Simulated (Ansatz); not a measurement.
# N2Si: the cost of one run

Method: def2-QZVPP, core rule «outside noble gas», up to 7 orbitals frozen; program: Ansatz 0.2.0, Gaussian basis.

To be run: UHF; ROHF; CCSD(T) on UHF.

2 further runs of the same task are left out: 2 set aside as unsound or not needed.

### 1 The system

The geometry is a PBE0/def2-TZVP stationary point (not a proven minimum).

3 atoms, charge 0, spin multiplicity 3.

Atoms are counted from 1 here; the program's logs count them from 0.

Bond lengths: N1–N2 1.137 Å, N2–Si3 1.741 Å. Angles: N1–N2–Si3 180.0°.

### 2 UHF

Input file in.yaml:

```yaml
crystal:
  periodic: [false, false, false]
  atoms:
    - {symbol: N, position_ang: [0.000000, 0.000000, -1.338000]}
    - {symbol: N, position_ang: [0.000000, 0.000000, -0.201300]}
    - {symbol: Si, position_ang: [0.000000, 0.000000, 1.539300]}
basis:
  gaussian: {orbitals: "def2-QZVPP.json"}
magnetization: {spin_polarized: true, initial_magnetization: 2}
hamiltonian: {xc: hf}
output: {orbitals: {seedname: orbitals}}
```

Launch:

```
ansatz run in.yaml --threads 1 --pin off --events-out ev --progress --plain --max-ram 2393MiB
```

**Question.** How long does this run take on 1 thread of Arm Neoverse N1, shared host, and how much memory does it need?

About 16 s, with a peak of 0.32 GiB.
